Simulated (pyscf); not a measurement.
One hydrogen abstraction on the doublet surface with elements of a group swapped. ωB97M-D3(BJ)/def2-TZVP, kcal/mol, from the separated reactants. Structures and frequencies: ωB97X-D3(BJ)/def2-SVP in PySCF.

| step | barrier | reaction energy | imaginary mode (i cm⁻¹) |
|---|---|---|---|
| `[CH3][GeH2]` [doublet] + `[CH4]` → `[CH3][GeH3]` + `[CH3]` [doublet] | [?] | [?] | 676 |
| `[CH3][SnH2]` [doublet] + `[CH4]` → `[CH3][SnH3]` + `[CH3]` [doublet] | 36.3 | +33.0 | 363 |

Q: What belongs in the gaps?

A: 
- `[CH3][GeH2]` [doublet] + `[CH4]` → `[CH3][GeH3]` + `[CH3]` [doublet], barrier: 28.7
- `[CH3][GeH2]` [doublet] + `[CH4]` → `[CH3][GeH3]` + `[CH3]` [doublet], reaction energy: +23.3

Each row is the saddle that its search found. Elements up to Kr have no core potential and no relativistic terms here. Elements past Kr carry the def2 core potentials, without spin-orbit coupling.
